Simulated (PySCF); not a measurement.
**Frontier orbitals and the lowest excitations**

Species: C5H7 (charge +1).
Structure used (PBE0-D3(BJ)/def2-SVP), in Å, numbered top down from 1:
```
atom  x, y, z in Å
C1     2.1946   -1.1907    0.5146
C2     1.1440   -0.6190    0.2651
C3    -0.0509    0.0275   -0.0162
C4    -1.3187   -0.6710    0.2022
C5    -0.0269    1.3987   -0.5286
H6     3.1264   -1.6961    0.7352
H7    -1.2511   -1.4967    0.9217
H8    -1.5712   -1.1192   -0.7861
H9    -2.1399    0.0260    0.4274
H10   -0.0978    2.0437    0.3772
H11   -0.9172    1.6315   -1.1312
H12    0.9111    1.6639   -1.0333
```

Computed with TDDFT B3LYP/def2-SVPD, vertical, gas phase, core orbitals frozen in the response in PySCF 2.14.0, density-fitted response routines.

Kohn–Sham orbitals with the atoms that hold most of them (Löwdin shares over 4%, at most four atoms; ? is withheld):

```
orbital  ε (eV)                            atoms
 HOMO-3  -16.28  C5 24%, C4 24%, H8 11%, H10 11%
 HOMO-2  -15.97  C5 26%, C4 26%, H7 13%, H12 13%
 HOMO-1  -14.55                                ?
   HOMO  -13.84            C1 44%, C2 39%, C3 5%
   LUMO       ?                                ?
 LUMO+1   -5.09     C1 39%, C2 35%, H6 8%, C3 6%
 LUMO+2   -4.03   C5 17%, C4 17%, C2 14%, C3 13%
```

Give the leading atoms of the HOMO-1.

C2 (bonded to 2 C) 40%; C1 (bonded to C and H) 31%; C3 (bonded to 3 C) 11%; C5 (bonded to C and 3 H) 4%.

Which atoms hold the LUMO, and with what shares?

C3 (bonded to 3 C) 37%; C1 (bonded to C and H) 24%; C2 (bonded to 2 C) 12%; C4 (bonded to C and 3 H) 6%.

What is the LUMO energy, and the HOMO–LUMO gap?

ε(LUMO) = -9.36 eV; the gap is 4.47 eV (0.1643 hartree).

The HOMO–LUMO gap is 4.47 eV. Where does the response calculation put the lowest singlet, and from which orbitals?

S1 is at 2.95 eV (f = 0.0000), 1.52 eV below the gap, made of HOMO→LUMO (100%). 

One configuration dominates each of S1, S2, S3 and S7. Which, and how do the shares of the two leading atoms of either orbital change from the occupied to the empty one?

- S1 (2.95 eV, f 0.0000), HOMO→LUMO (100%): C1 44% → 24%, C2 39% → 12%, C3 5% → 37%
- S2 (4.95 eV, f 0.213), HOMO-1→LUMO (90%): C2 40% → 12%, C1 31% → 24%, C3 11% → 37%
- S3 (5.37 eV, f 0.0054), HOMO-2→LUMO (99%): C5 26% → at most 7%, C4 26% → 6%, C3 at most 13% → 37%, C1 at most 13% → 24%
- S7 (7.68 eV, f 0.0018), HOMO-1→LUMO+1 (96%): C2 40% → 35%, C1 31% → 39%
